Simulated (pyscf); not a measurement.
**Routes from H₂Se + HC≡CH**

Candidate steps break at most two bonds and form at most two. Each was searched with GFN2-xTB (tblite) first. PySCF, gas phase, ωB97X-D3(BJ)/def2-SVP geometries. MP2 and CC: frozen core, UHF for open shells. ΔMP2 is the change of the MP2 total energy from the triple- to the quadruple-zeta basis. Energies: CCSD(T)/def2-TZVPP + ΔMP2(QZVPP), kJ/mol, from the separated reactants, singlet surface.

```csv
products,type,ΔE‡,ΔE,ΔG‡ 298 K,ΔG‡ 900 K,ν‡ (cm⁻¹)
H₂C=CH–SeH,addition across a multiple bond or ene-type step,198.4,-147.3,230.3,304.5,1184i
H₂Se + HC≡CH,four-centre exchange,237.5,0.0,269.9,347.2,574i
```

Plain bond fissions and candidates not yet searched are not listed, and one of them may be faster. Each barrier is that of the saddle found; lower ones may exist. A restricted solution here is unstable towards spin polarisation, so biradical character is likely and single-reference numbers are less safe. The CCSD(T) − MP2 part came from Ansatz, without density fitting, on the same reference. The largest closed-shell T1 diagnostic is 0.043, which may signal static correlation. The frozen core leaves the outer d or s,p core shells of the metals and heavy elements correlated in the MP2 and CC values, and def2-TZVPP describes them poorly, which can shift differences by a few kcal/mol. Elements up to Kr have no core potential and no relativistic terms here.
